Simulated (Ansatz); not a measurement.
Input file:

```yaml
crystal:
  periodic: [false, false, false]
  atoms:
    - {symbol: B, position_ang: [0.000000, 0.000000, 0.000000]}
    - {symbol: H, position_ang: [0.414685, 0.812495, 0.810653]}
    - {symbol: H, position_ang: [-0.424327, -0.807694, 0.810461]}
    - {symbol: H, position_ang: [-0.412812, 0.808646, -0.815443]}
    - {symbol: H, position_ang: [0.422454, -0.813448, -0.805671]}
basis:
  gaussian: {orbitals: cc-pVDZ}
total_charge: 1
magnetization: {spin_polarized: false, initial_magnetization: 2}
correlation: {method: ccsd_t, electrons: all}
```

```sh
$ ansatz run in.yaml --threads 1 --pin off --events-out ev --progress --plain --max-ram 2393MiB
```

Output:

```
301 factors; integrals over basis functions are off by at most 8.8e-4 eV
mean field evaluation 1: about -718.4274 eV, gradient 1.2e1 eV
mean field evaluation 2: about -718.4277 eV, gradient 1.2e1 eV
mean field evaluation 4: about -719.2519 eV, gradient 1.0e0 eV
mean field evaluation 8: about -719.2735 eV, gradient 1.8e-5 eV
mean field evaluation 16: about -719.2734 eV, gradient 3.8e-2 eV
mean field evaluation 32: about -719.2065 eV, gradient 1.9e0 eV
mean field -719.27352771 eV, -26.4328146021 hartree, gradient 2.6e-6 eV, S^2 2.000000; 5 other end points of the search recorded, 0 dependent functions left out
mean field evaluation 64: about -718.9092 eV, gradient 5.3e0 eV
reference -719.27352771 eV, -26.4328146021 hartree; 5, 3 occupied and 29, 31 virtual orbitals, 301 factors
second order -2.29964702 eV of doubles, -0.10647574 eV of singles
cycle   1  -2.85996231 eV  change   -4.5e-1 eV  update   5.4e-2
cycle   2  -3.05939024 eV  change   -2.0e-1 eV  update   2.6e-2
cycle   3  -3.07825493 eV  change   -1.9e-2 eV  update   1.0e-2
cycle   4  -3.07989257 eV  change   -1.6e-3 eV  update   2.3e-3
cycle   5  -3.07954990 eV  change    3.4e-4 eV  update   5.5e-4
cycle   6  -3.07954964 eV  change    2.6e-7 eV  update   1.5e-4
cycle   7  -3.07961770 eV  change   -6.8e-5 eV  update   5.0e-5
cycle   8  -3.07960068 eV  change    1.7e-5 eV  update   1.6e-5
cycle   9  -3.07960275 eV  change   -2.1e-6 eV  update   5.0e-6
perturbative correction -0.06173891 eV, -0.0022688632 hartree
Total energy: -722.41486937 eV, -26.5482567790 hartree
```

Ran on 1 thread of Intel Xeon Platinum 8259CL, shared host: 0.9 s wall, 0.15 GiB peak host memory.
